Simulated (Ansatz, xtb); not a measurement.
# Two isomers of C3H4N2S

We compare X, `Nc1ccns1`, a singlet, with Y, `Cc1ncns1`, a singlet. Both are isolated molecules in the gas phase, relaxed with PBE0-D3(BJ)/def2-SVP; the shapes shown needn't be the lowest conformers.

X (Å):

```yaml
atoms:
  - { symbol: C, position_ang: [-1.2957, -0.2969, 1.3282] }
  - { symbol: C, position_ang: [-0.7208, 0.7545, 0.6399] }
  - { symbol: C, position_ang: [0.3624, 0.2874, -0.1486] }
  - { symbol: N, position_ang: [-2.3238, -0.2770, 2.2287] }
  - { symbol: N, position_ang: [0.6415, -0.9927, -0.1137] }
  - { symbol: S, position_ang: [-0.4274, -1.7429, 0.9242] }
  - { symbol: H, position_ang: [-2.8210, -1.1416, 2.3955] }
  - { symbol: H, position_ang: [-2.9201, 0.5400, 2.2108] }
  - { symbol: H, position_ang: [-1.0558, 1.7899, 0.7001] }
  - { symbol: H, position_ang: [0.9762, 0.9315, -0.7870] }
```

Y (Å):

```xyz
10

C    -2.6077   -0.1108    1.2749
C    -1.1724   -0.1019    0.8866
C     0.9490    0.3666    0.8667
N    -0.2493    0.6257    1.4550
N     1.0268   -0.4999   -0.1105
S    -0.5025   -1.0850   -0.3701
H    -2.9437    0.9195    1.4574
H    -2.7406   -0.6747    2.2116
H    -3.2410   -0.5678    0.5031
H     1.8514    0.8831    1.2057
```

**Question.** Estimate E(Y) − E(X) at the level CCSD(T)/def2-SVP + ΔMP2/def2-TZVPP.

**Answer.** Calculated at CCSD(T)/def2-SVP + ΔMP2/def2-TZVPP: E(Y) − E(X) = −35.1 kJ/mol, so structure Y lies lower.

How the difference moves with the method:

```json
{"level": "GFN2-xTB", "geometry": "GFN2-xTB", "E(Y) − E(X) (kJ/mol)": "−54.5", "departure from the last row (kJ/mol)": "−19.4", "job, with rough time for the two": "optimisation, 0.16 s"}
{"level": "HF/STO-3G", "geometry": "GFN2-xTB", "E(Y) − E(X) (kJ/mol)": "−71.3", "departure from the last row (kJ/mol)": "−36.2", "job, with rough time for the two": "single point, 0.52 s"}
{"level": "r2SCAN-D4/def2-SVP", "geometry": "GFN2-xTB", "E(Y) − E(X) (kJ/mol)": "−25.3", "departure from the last row (kJ/mol)": "+9.8", "job, with rough time for the two": "single point, 3.4 s"}
{"level": "PBE0-D3(BJ)/def2-SVP", "geometry": "PBE0-D3(BJ)/def2-SVP", "E(Y) − E(X) (kJ/mol)": "−24.1", "departure from the last row (kJ/mol)": "+10.9", "job, with rough time for the two": "optimisation, 2.2 min"}
{"level": "HF/def2-SVP", "geometry": "PBE0-D3(BJ)/def2-SVP", "E(Y) − E(X) (kJ/mol)": "−31.5", "departure from the last row (kJ/mol)": "+3.6", "job, with rough time for the two": "part of the CCSD(T) run"}
{"level": "MP2/def2-SVP", "geometry": "PBE0-D3(BJ)/def2-SVP", "E(Y) − E(X) (kJ/mol)": "−39.7", "departure from the last row (kJ/mol)": "−4.6", "job, with rough time for the two": "part of the CCSD(T) run"}
{"level": "CCSD(T)/def2-SVP", "geometry": "PBE0-D3(BJ)/def2-SVP", "E(Y) − E(X) (kJ/mol)": "−43.4", "departure from the last row (kJ/mol)": "−8.3", "job, with rough time for the two": "single point"}
{"level": "CCSD(T)/def2-SVP + ΔMP2/def2-TZVPP", "geometry": "PBE0-D3(BJ)/def2-SVP", "E(Y) − E(X) (kJ/mol)": "−35.1", "departure from the last row (kJ/mol)": "", "job, with rough time for the two": "single point, 42 s"}
```

As drawn, Y has 1 C–C, 2 C∷N, 2 C–H in place of 1 C–N, 2 C∷C, 2 N–H (∷ is an aromatic bond).

The levels shown agree on the order. The largest departure from CCSD(T)/def2-SVP + ΔMP2/def2-TZVPP is that of HF/STO-3G, 36.2 kJ/mol. The last row adds to CCSD(T) the change of the MP2 difference between the two basis sets, here +8.3 kJ/mol.

With harmonic frequencies from PBE0-D3(BJ)/def2-SVP (ideal gas, rigid rotor, one conformer each, 298.15 K, 1 atm): on the last row, ΔE + ΔZPE = −36.9 kJ/mol. A mode under 50 cm⁻¹ makes harmonic enthalpies and free energies unreliable, so none is given.

The correlated steps freeze 10 core orbitals. Programs: Ansatz 0.2.0, xtb 6.7.1; the last row on 2 threads of Intel(R) Xeon(R) Processor @ 2.70GHz on a shared host.
